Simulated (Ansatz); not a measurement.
We consider Al2Se3 (Cc, No. 9), described by PBE0 (PAW; Ansatz, a program for electronic structure).

Run with plane-wave cutoff 500 eV, 4×4×4 k mesh, gaussian smearing 0.02 eV, scalar-relativistic PAW data made under PBE.

Cell (relaxed with PBEsol):

Al₂Se₃ has the monoclinic space group Cc (No. 9), Pearson symbol mS20. Cell: a = 11.667 Å, b = 6.701 Å, c = 7.324 Å, α = γ = 90.00°, β = 121.02°. Al1 on 4a is coordinated by 4 Se at 2.319–2.444 Å (tetrahedral). Al2 on 4a is surrounded by 4 Se at 2.325–2.455 Å (tetrahedral). Se1 on 4a is coordinated by 2 Al at 2.319–2.325 Å (bent). Se2 on 4a is coordinated by 3 Al at 2.434–2.450 Å (trigonal pyramidal). Se3 on 4a is surrounded by 3 Al at 2.428–2.455 Å (trigonal pyramidal). (Neighbours: up to the widest gap in distance over summed covalent radii, below 1.35, at either atom; cation-cation and far metal-metal contacts left out.)
(The calculation used a cell of 10 atoms; values per cell refer to that cell.)

Q: Predict the band gap.

A: 
- band gap = 3.57 eV (on the SCF k mesh)

Measured, for comparison: band gap 3.1 eV (temperature not stated, not corrected to a static lattice, compiled measured gap; kind and temperature not stated; as tabulated in Kothakonda et al. (2022), arXiv:2208.02841).

Note: cell and atoms aren't relaxed at this level (pressure 0.3 GPa).

Spin–orbit coupling is not included.

The computed numbers hold no vibrational or temperature effects.
